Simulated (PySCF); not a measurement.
Geometry:
| atom | x (Å) | y (Å) | z (Å) |
| --- | --- | --- | --- |
| C1 | -1.712 | -0.105 | 0.639 |
| C2 | -0.256 | -0.504 | 0.468 |
| C3 | 0.535 | 0.479 | -0.375 |
| C4 | 1.984 | 0.127 | -0.546 |
| O5 | 2.518 | -0.832 | -0.057 |
| H6 | -2.259 | -0.838 | 1.251 |
| H7 | -1.806 | 0.875 | 1.134 |
| H8 | -2.228 | -0.033 | -0.332 |
| H9 | -0.184 | -1.503 | 0.009 |
| H10 | 0.234 | -0.603 | 1.450 |
| H11 | 0.501 | 1.502 | 0.049 |
| H12 | 0.103 | 0.592 | -1.388 |
| H13 | 2.571 | 0.844 | -1.181 |

One computed conformer, isolated molecule, rapidly exchanging positions averaged, no relativistic terms. J: B3LYP/pcJ-1 (without the spin–dipole term); PBE0/pcSseg-1 with gauge-including orbitals; geometry from PBE0-D3(BJ)/def2-SVP; PySCF 2.14.0 with density-fitted response routines.

Scale: $^{1}$H (σ = 31.27 ppm) vs TMS (reference shieldings calculated alike).

The spectrum was simulated from the full spin Hamiltonian at 90 MHz with 1.2 Hz Lorentzian lines, from shifts rounded to 0.01 ppm and J to 0.1 Hz, couplings under 1 Hz left out.

Problem. List the maxima of its $^{1}$H spectrum with integrals.

Solution. 
Maxima in ppm (height), grouped by integral:
1H: 9.900 (100)
2H: 2.274 (25), 2.191 (69), 2.112 (45)
2H: 1.693 (4), 1.683 (4), 1.614 (8), 1.589 (17), 1.539 (7), 1.506 (26), 1.492 (19), 1.411 (29), 1.381 (6), 1.329 (22), 1.258 (6), 1.246 (7)
3H: 1.032 (59), 0.949 (93), 0.866 (19), 0.852 (28), 0.830 (13)

Problem. Summarise it as multiplets with assignments.

Solution. $^{1}$H NMR (90 MHz, computed): δ 9.90 (s, 1H, H13), 2.19 (m, 2H, H11/H12), 1.46 (m, 2H, H9/H10), 0.95 (m, 3H, H6/H7/H8). These are first-order names; overlap and second-order distortion can hide them in the list.

Multiplet labels drop couplings under 1 Hz and merge nearly equal ones. Unscaled 3J(H,H) at this level run about 10 % above measured values. Couplings across =CH–CH2 type bonds come from one rotamer and its mirror image, and can be 1–2 Hz further off. Across freely rotating sp3–sp3 bonds, 3J(H,H) is taken as (2 J gauche + J anti)/3 from the one conformer, which assumes equal rotamer populations.
